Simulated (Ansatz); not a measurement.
We consider zinc-blende GaSb, described by r²SCANh (Ansatz, a quantum-chemistry and plane-wave program, plane waves, PAW).

Total energies, extrapolated to zero smearing (they compare only within this program, potentials and cutoff; free atoms with spin allowed, lowest state found):

```csv
system,energy (eV/atom)
"zinc-blende GaSb, relaxed",-5144.6978
free Ga atom,-3786.9877
free Sb atom,-6496.6066
```

Problem. Work out the cohesive energy per atom.

Solution. E_coh = [1 × (-3786.9877) + 1 × (-6496.6066)]/2 − (-5144.6978) = 2.90 eV/atom. The reference value is 3.03 eV/atom (measured, zero-point energy (9/8 kB θD) added and atomic spin-orbit splittings removed, spin-orbit-averaged atoms; as tabulated in Paulus et al. (1996), arXiv:cond-mat/9605064), a difference of -0.13 eV/atom.

Spin–orbit coupling is left out; its size isn't shown.

The PAW data were made under PBE.
